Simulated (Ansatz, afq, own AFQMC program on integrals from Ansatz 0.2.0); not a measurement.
Where AFQMC and coupled cluster stand for SiH2, triplet

```xyz
3

Si    0.0000   -0.0450    0.0000
H     0.0000    0.6263   -1.1326
H     0.0000    0.6263    1.1326
```

Basis cc-pVDZ. Noble-gas cores (and the filled d shells of Ga–Kr and In–Xe) are frozen. Ansatz 0.2.0 and our own AFQMC program on the same integrals; the CISD trial comes from CCSD amplitudes, and released means the phaseless constraint is let go. Free AFQMC starts from the CCSD state and is never constrained. Its projection time is finite, and what remains of the start isn't in its error. ± is one standard error of the sampling.

Determinant: UHF, the one that the program's search chose, which needn't be the lowest solution. The geometry is a point of a scan.

Full CI on the same integrals is exact in this basis and with this determinant's frozen core.

Cautions: lower spins were not checked; the ph-AFQMC/HF walk drifts between its halves (2.1 errors).

The T1 diagnostic is 0.0130. The weight of the determinant in the CISD state is 0.945. The ⟨S²⟩ of the determinant is 2.006 and the size of the correlated space is 6 electrons in 23 orbitals.

Reference: full CI, correlation energy -2.585 eV. The released energy is read at 2.40 1/Eh (meV from the phaseless value at times in 1/Eh: -0.3 ± 0.5 at 0.24, -0.7 ± 0.3 at 0.51, -1.2 ± 0.4 at 0.99, -2.0 ± 0.5 at 1.62, -2.2 ± 0.6 at 2.40).

| level | E − E(reference) (meV) | share of correlation (%) |
| --- | --- | --- |
| HF | 2584.9 | 0.00 |
| MP2 | 625.9 | 75.78 |
| CCSD | 56.8 | 97.80 |
| CCSD(T) | 13.7 | 99.47 |
| CCSDT | 0.8 | 99.97 |
| CCSDT(Q) | 0.1 | 100.00 |
| CCSDTQ | 0.0 | 100.00 |
| ph-AFQMC/HF | 0.4 ± 11.9 | 99.98 |
| ph-AFQMC/CISD | 1.2 ± 0.7 | 99.95 |
| released AFQMC | -0.9 ± 0.6 | 100.04 |
| free AFQMC | -0.5 ± 0.5 | 100.02 |

CCSDT and higher add their correlation energy to the determinant of the CCSD(T) run, since their own runs factorise the integrals more tightly (a shift of under 2 meV). Free projections are given only where their last times agree within the noise and don't stop above the reference; a slow remainder of the start can still hide under it. A walk keeps the symmetry of its determinant, which the program's search chose and which needn't be the lowest solution, so a lower state of the same spin and another symmetry isn't excluded. Released energies are given only where the last usable release times agree within the noise; a slower fall can still hide under it.
